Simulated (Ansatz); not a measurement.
Ansatz (an electronic-structure program) input (HF/aug-cc-pVQZ):

Ansatz 0.2 input:
```yaml
crystal:
  periodic: [false, false, false]
  atoms:
    - {symbol: O, position_ang: [0.01545466, 0.72381182, -0.07020381]}
    - {symbol: O, position_ang: [-0.01124373, -0.72607760, -0.04190313]}
    - {symbol: H, position_ang: [0.80569804, 0.89668240, 0.46138431]}
    - {symbol: H, position_ang: [-0.83938551, -0.87855617, 0.43547118]}
basis:
  gaussian:
    orbitals: aug-cc-pVQZ
hamiltonian:
  xc: {name: HF}
accuracy: high
magnetization: {spin_polarized: false}
```

Output:

```
Functional definition: HF
integrals: 1.55 GiB planned
3735 factors; integrals over basis functions are off by at most 2.7e-9 eV
mean field: 1.60 GiB planned
mean field evaluation 1: about -4103.8039 eV, gradient 2.4e1 eV
mean field evaluation 2: about -4103.8039 eV, gradient 2.4e1 eV
mean field evaluation 4: about -4104.8007 eV, gradient 2.1e0 eV
mean field evaluation 8: about -4104.8118 eV, gradient 7.5e-5 eV
mean field -4104.81178726 eV, -150.8490508404 hartree, gradient 1.2e-8 eV, S^2 0.000000; 0 other end points of the search recorded, 0 dependent functions left out
reference -4104.81178726 eV, -150.8490508404 hartree; 9, 9 occupied and 243, 243 virtual orbitals, 3735 factors
Total energy: -4104.81178726 eV, -150.8490508404 hartree
```
